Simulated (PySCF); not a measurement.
Relaxation of singlet HSN

Level of theory: PySCF, PBE0, basis S def2-TZVP, N def2-TZVP, H def2-TZVP (no relativity, density fitting). A (50,194) grid was used.

A start displaced from a saddle point along its imaginary mode, of Cs symmetry, held to at least that symmetry:

Coordinates in bohr (charge 0 multiplicity 1):
```
S     0.0106    0.0079    0.8396
N    -0.0111   -0.0083   -2.1600
H    -0.1815   -0.1359    3.3770
```

Question: What forces act on the atoms at the start (eV/Å)?

Answer: 
```csv
atom,Fx,Fy,Fz
S1,4.86,3.64,-1.98
N2,-2.19,-1.64,1.02
H3,-2.67,-2.00,0.97
```

Question: What does it relax to?

Answer: It ends at Cs with S–H 1.417 Å, S–N 1.488 Å; H–S–N 109.8°. No frequency check is given, so it may be a saddle point. Other isomers or separated fragments may lie lower.

Question: How much energy is released, and in how many steps?

Answer: 370.3 kJ/mol in 9 steps.

The relaxation took about 20 core-seconds on a shared host.
